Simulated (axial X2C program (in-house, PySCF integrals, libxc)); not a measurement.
# Potential curves of MgAl, with spin–orbit coupling

Computed with an in-house relativistic program for diatomic molecules. Two-component (2c) means X2C with spin–orbit coupling and atomic mean-field two-electron Coulomb and Gaunt terms. Basis: Al dyall-v3z [8s8p2d1f], Mg dyall-cv3z [9s8p6d3f] (cores contracted in-house); Gaussian nuclei, density fitting, unrestricted open shells. Masses: Al 26.982 u, Mg 23.985 u.

State: Ω = 1/2 (⟨Sz⟩ = -0.50, ⟨Lz⟩ = 1.00 at LDA). Energies in kJ/mol from the fragments at the same level (Al + Mg). Fits are polynomials in 1 − R0/R over 0.85 to 1.23 times the lowest point R0.

```json
{"R (Å)": "2.5256", "LDA": "-55.36", "PBE0": "-22.43", "CCSD": ""}
{"R (Å)": "2.6417", "LDA": "-64.90", "PBE0": "-34.20", "CCSD": "-11.02"}
{"R (Å)": "2.7288", "LDA": "-68.26", "PBE0": "-39.03", "CCSD": "-16.60"}
{"R (Å)": "2.8159", "LDA": "-69.24", "PBE0": "-41.37", "CCSD": "-19.72"}
{"R (Å)": "2.9030", "LDA": "-68.46", "PBE0": "-41.85", "CCSD": "-21.06"}
{"R (Å)": "3.0046", "LDA": "-65.96", "PBE0": "-40.73", "CCSD": "-21.08"}
{"R (Å)": "3.1062", "LDA": "-62.31", "PBE0": "-38.40", "CCSD": "-20.04"}
{"R (Å)": "3.2368", "LDA": "-56.67", "PBE0": "-34.38", "CCSD": "-17.67"}
{"R (Å)": "3.3965", "LDA": "-49.15", "PBE0": "-28.78", "CCSD": ""}
{"R (Å)": "3.6288", "LDA": "-38.48", "PBE0": "-20.76", "CCSD": ""}
```

Correlated methods: 5 electrons correlated (number of frozen shells: Al 2 s, 1 p; Mg 2 s, 1 p), 215 virtual spin orbitals or spinors in MP2, 90 natural virtuals in coupled cluster.

Occupations by symmetry block were frozen at the best pattern of an incomplete PBE0 search. De is counted from the lowest determinant-based energies of the atoms at the same level, without counterpoise correction. Density functionals use the spin component along the axis (collinear). CCSD ran in a truncated set of natural virtual spinors with an MP2 remainder; without triples it tends to underbind. The 2c atoms are single determinants rather than J levels; their spin–orbit lowering is only partly caught, and De is too large by that part. This holds for LDA, PBE0. PBE0 can misorder states that lie within some tenths of an eV, so this need not be the ground state of the molecule. The nearest other 2c determinant of the search, Ω = 3/2, lies 0.01 eV up at the distance of the search. The functionals have no current-density term, which raises determinants with orbital currents, atoms included. The atomic limit has a lower orbital projection than the molecule and lies lower at mean-field level, so De may be about a tenth of an eV too small. The T1 diagnostic is large, a sign of multireference character. Coupled cluster ran on the points near the minimum only. MP2 and coupled cluster on one determinant become unreliable at the stretched end.

Question: Fit the LDA curve near its minimum: give the equilibrium distance, the harmonic wavenumber and the well depth.

Answer: At LDA, 2c: Re = 2.816 Å, ωe ≈ 226 cm⁻¹, De = 0.72 eV to Al + Mg; Be follows as 0.167 cm⁻¹.

Question: What are Re, ωe and De at the PBE0 level?

Answer: At PBE0, 2c: Re = 2.886 Å, ωe ≈ 205 cm⁻¹, De = 0.43 eV to Al + Mg; Be follows as 0.159 cm⁻¹.

Question: What are Re, ωe and De at the CCSD level?

Answer: At CCSD, 2c: Re = 2.954 Å, ωe ≈ 169 cm⁻¹, De = 0.22 eV to Al + Mg; Be follows as 0.152 cm⁻¹.
